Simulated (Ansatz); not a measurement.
HgS (P3₂21, No. 154) was calculated with rVV10 (Ansatz, an electronic-structure program, plane waves, PAW).

Settings: plane-wave cutoff 520 eV, 12×12×4 k mesh (along the axes of the cell as run), Fermi–Dirac smearing 0.01 eV, scalar-relativistic PAW data made under PBE.

The cell is scaled about its equilibrium volume:

Shape and atoms are relaxed at each volume.

```tsv
V (Å³/atom)	P (GPa)	direct gap at Γ (eV)	smallest gap on the k mesh (eV)	c (Å)
24.030	1.20	1.056	1.024	9.603
24.531	0.57	1.113	1.086	9.643
25.032	0.01	1.169	1.145	9.673
25.532	-0.43	1.227	1.206	9.702
26.033	-0.80	1.282	1.263	9.742
```

A straight line through the gaps at Γ against ln V gives a volume deformation potential dE_g(Γ)/d ln V of 2.8 eV: the gap at Γ narrows under compression.

Note: the volume lies 6 % above that of the published cell; the bulk modulus comes from volumes at which shape and atoms were relaxed.

Spin–orbit coupling is not included.
